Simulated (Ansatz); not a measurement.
**Cost against result**

Saddle point of C2H6N, doublet (C₂H₃ ([CH][CH2]) + NH₃ → C₂H₄ (C=C) + NH₂; bonds formed: H1–C3; bonds broken: H1–N2), PBE0-D4/def2-TZVP structure:

H1  (-0.763, -0.370, -0.245)
N2  (-1.230, -1.449, 0.134)
C3  (-0.057, 0.732, -0.505)
C4  (1.083, 0.981, 0.097)
H5  (-1.171, -1.338, 1.148)
H6  (-0.461, -2.082, -0.097)
H7  (-0.563, 1.340, -1.248)
H8  (1.653, 1.884, -0.115)
H9  (1.509, 0.303, 0.831)
(Å)

Barriers are electronic and count from the start structure reached by relaxing down the imaginary mode. Spin–orbit coupling is left out.

Ansatz 0.2.0; basis: as named in each row; cores frozen in the correlated methods; orbitals are unrestricted. B3LYP uses VWN-RPA correlation. Extrapolation: Hartree–Fock as exp(−7.88 √X), correlation as X^−2.97.

Times are rough, for one single point on 4 threads of a shared host (Intel Xeon Platinum 8488C).

The estimate by CCSD(T) at an estimated basis limit (MP2 extrapolated from triple and quadruple zeta, plus CCSD(T) − MP2 in triple zeta) is 13.31 kcal/mol.

| method | basis | time (s) | barrier (kcal/mol) | method less estimate |
| --- | --- | --- | --- | --- |
| HF | STO-3G | under 1 | 13.80 | 0.49 |
| PBE-D4 | STO-3G | under 1 | -17.84 | -31.15 |
| SPW92 | def2-SVP | under 1 | -2.26 | -15.58 |
| B3LYP-D4 | 6-31G | under 1 | 6.51 | -6.81 |
| PBE-D4 | def2-SVP | under 1 | 2.24 | -11.07 |
| PBE0-D4 | def2-SVP | under 1 | 6.89 | -6.42 |
| SPW92 | def2-TZVPP | under 1 | 0.49 | -12.82 |
| BLYP-D4 | def2-TZVPP | 1 | 6.05 | -7.27 |
| PBE-D4 | def2-TZVPP | 1 | 5.11 | -8.21 |
| B3LYP-D4 | def2-TZVPP | 1 | 9.18 | -4.14 |
| PBE0-D4 | def2-TZVPP | 1 | 9.21 | -4.11 |
| BHLYP-D4 | def2-TZVPP | 1 | 13.68 | 0.37 |
| wB97M-V | def2-SVP | 2 | 9.71 | -3.61 |
| r2SCAN-D4 | def2-TZVPP | 2 | 8.36 | -4.95 |
| CAM-B3LYP-D4 | def2-TZVPP | 2 | 11.12 | -2.19 |
| RPA on PBE | def2-TZVPP | 2 | 10.81 | -2.51 |
| r2SCAN0-D4 | def2-TZVPP | 2 | 11.41 | -1.90 |
| B2PLYP | def2-TZVPP | 2 | 11.43 | -1.88 |
| CCSD(T) | def2-SVP | 2 | 12.60 | -0.71 |
| B97M-V | def2-TZVPP | 3 | 10.10 | -3.21 |
| wB97M-V | def2-TZVPP | 3 | 12.26 | -1.05 |
| PBE-QIDH | def2-TZVPP | 3 | 12.69 | -0.63 |
| wB97X-V | def2-TZVPP | 3 | 11.21 | -2.11 |
| MP2 | def2-QZVPP | 10 | 14.82 | 1.51 |
| CCSD(T) | def2-TZVPP | 38 | 13.09 | -0.22 |

All methods are single points on the PBE0-D4 structures; a negative value means that the method puts the saddle structure below the start.

T1 diagnostic: at most 0.034. ⟨S²⟩ of the unrestricted Hartree–Fock references: 0.76 to 0.95 (a pure state has 0.75). The unrestricted reference is spin-contaminated, which hurts MP2 most.

Labels in which every atom is bracketed show which atoms are joined, not bond orders.
